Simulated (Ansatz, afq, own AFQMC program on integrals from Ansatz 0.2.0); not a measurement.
AFQMC on a folder of integrals that Ansatz 0.2.0 wrote.

```yaml
crystal:
  periodic: [false, false, false]
  atoms:
    - {symbol: Al, position_ang: [-1.000964, 0.022483, 0.000000]}
    - {symbol: H, position_ang: [-1.793888, 1.395868, 0.000000]}
    - {symbol: H, position_ang: [-1.793888, -1.350901, 0.000000]}
    - {symbol: H, position_ang: [0.782036, 0.022483, 0.000000]}
    - {symbol: N, position_ang: [1.969036, 0.022483, 0.000000]}
    - {symbol: H, position_ang: [2.238117, -0.981743, 0.000000]}
basis:
  gaussian: {orbitals: cc-pVTZ}
magnetization: {spin_polarized: true, initial_magnetization: 2}
correlation: {method: ccsd_t, electrons: outside_noble_gas, hamiltonian_folder: ham}
```

```sh
$ ansatz run in.yaml --threads 1 --pin off --events-out ev --progress --plain --max-ram 16896MiB --backend cuda --devices 0, --max-vram 18GiB
```

Options of the walk:

```
--method phaseless --trial cisd --walkers 600 --populations 10 --least-time 60 --time-step 0.005 --steps-per-block 50 --equilibration-blocks 28 --max-blocks 4000 --target-error 0.00021 --factor-cut 1e-05 --start spin_pure --seed 2629 --release-times 0.24,0.51,0.99,1.62,2.4 --release-step 0.03 --release-every 3 --taylor-order 6
```

Times are imaginary, in 1/Eh. The walk had a cap of 225 s. With eight or more populations the least sampling time is a fifth of least-time, and the error comes from their spread.

Log:

```
orbitals 114  electrons 7 5  factors 701 of 706
reference energy -298.58164342 Eh
CCSD correlation -0.30159407 Eh in 12 cycles, weight of the determinant in the CISD state 0.8748
energy of the start -298.881487 Eh
 block  time / (1/Eh)  mean weight  energy / Eh
     1     0.250  0.9993  -298.879647
     2     0.500  1.0001  -298.882936
     3     0.750  1.0003  -298.885810
     4     1.000  0.9993  -298.886642
     5     1.250  1.0006  -298.888348
    10     2.500  0.9994  -298.892069
    31     7.750  1.0003  -298.891630
    56    14.000  1.0006  -298.895887
    81    20.250  0.9991  -298.891002
   106    26.500  1.0003  -298.892514
   131    32.750  1.0007  -298.893953
   151    37.750  1.0003  -298.897339
   156    39.000  1.0005  -298.893544
   171    42.750  1.0004  -298.890732
   181    45.250  1.0002  -298.895546
   206    51.500  0.9998  -298.895258
   231    57.750  1.0001  -298.892749
error from the spread of 10 populations
released: time / (1/Eh)  energy / Eh  error  mean overlap
  0.24  -298.893613  0.000238  0.9938
  0.51  -298.893383  0.000325  0.9883
  0.99  -298.893942  0.000181  0.9849
  1.62  -298.893892  0.000242  0.9707
  2.40  -298.894167  0.000395  0.9567
energy -298.893462 +/- 0.000229 Eh
(rows thinned)
```

The run passed its tests (sampling time, drift between the halves within three errors, error under three times the target), which doesn't prove that it has relaxed, ending at its cap on processor time.

Against this walk (error 6.2 meV) on the same determinant: CCSD(T) 31.9 meV higher. The error is statistical and leaves out the bias of the constraint. Released to 2.40 1/Eh the energy moves by -19 ± 12 meV (both errors), within twice the noise.

Cautions: constraint bias not in the error; error above the target (6.2 against 5.7 meV); lower spins were not checked.

The walk took 3.8 min on 1 × NVIDIA H100 80GB HBM3 with 2 threads of AMD EPYC 7R13 Processor (Zen 3) (shared host) (the card was shared). The log's last line is the phaseless energy.

A walk keeps the symmetry of its determinant, which the program's search chose and which needn't be the lowest solution, so a lower state of the same spin and another symmetry isn't excluded.
